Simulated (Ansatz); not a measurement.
We consider rock-salt HfN, described by PBE+SOC in Ansatz (PAW).

Run with plane-wave cutoff 520 eV, 22×22×22 k mesh, Fermi–Dirac smearing 0.05 eV, PAW data made under PBE.

Equation-of-state points:

```
V (Å³/atom)  E − E_lowest (meV/atom)  P (GPa)
-----------  -----------------------  -------
11.035                         38.76    18.61
11.269                         16.61    11.74
11.504                          4.01     5.56
11.739                          0.00     0.01
11.974                          3.71    -4.99
12.209                         14.37    -9.48
12.443                         31.28   -13.53
```

**Question.** Estimate the bulk modulus from the pressures at 11.504 and 11.974 Å³/atom, and compare it with a fit to all energies.

**Answer.** B = −V dP/dV. Between V = 11.504 and 11.974 Å³/atom, dP/dV = (-4.99 − (5.56))/(11.974 − 11.504) = -22.4 GPa per Å³/atom; at the midpoint 11.739 Å³/atom this gives B ≈ 264 GPa. The third-order Birch–Murnaghan fit gives V0 = 11.739 Å³/atom, B0 = 263 GPa, B′ = 4.3, which lies within 1 % of that estimate.

Measured, for comparison: bulk modulus 260 GPa (room temperature, not corrected to a static lattice, our sources range from 260 to 306; as tabulated in Synthesis of Binary Transition Metal Nitrides, Carbides and Borides from the …); equilibrium volume per atom 11.57 Å³/atom (room temperature, not corrected to a static lattice; as tabulated in Seo, Lee, Wen, Petrov, Greene, Gall, J. Appl. Phys. 96, 878 (2004)). Computed (rounded) less measured: bulk modulus not scored (sources differ), equilibrium volume per atom +1.5 %.

Computed values are for the static lattice.

Computing time: around 13 core-minutes (rough).

Ansatz is a program for electronic structure.
